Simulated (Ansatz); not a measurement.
A calculation with Ansatz (development build ahead of 0.2.0).

```yaml
crystal:
  periodic: [false, false, false]
  atoms:
    - { symbol: C, position_ang: [0.79045, 0.03592, -0.03466] }
    - { symbol: C, position_ang: [-0.39872, 0.66373, 0.04629] }
    - { symbol: C, position_ang: [-0.38667, -0.63961, 0.02561] }
    - { symbol: H, position_ang: [1.9121, -0.0116, -0.03779] }
    - { symbol: H, position_ang: [-0.91236, 1.62944, 0.04117] }
    - { symbol: H, position_ang: [-0.90895, -1.66799, -0.00073] }
basis:
  gaussian: { orbitals: cc-pVDZ }
total_charge: 1
hamiltonian:
  xc: hf
correlation:
  method: mp2
  frozen_orbitals: { C: 1, H: 0 }
```

The input is written out in the form of the current development build from the run's settings.

Output:

```json
{"Converged": "yes", "Reference energy": "-115.00541 hartree", "Correlation energy": "-0.34449 hartree", "Total energy": "-115.34990 hartree", "Spin squared of the determinant": "0.000"}
```
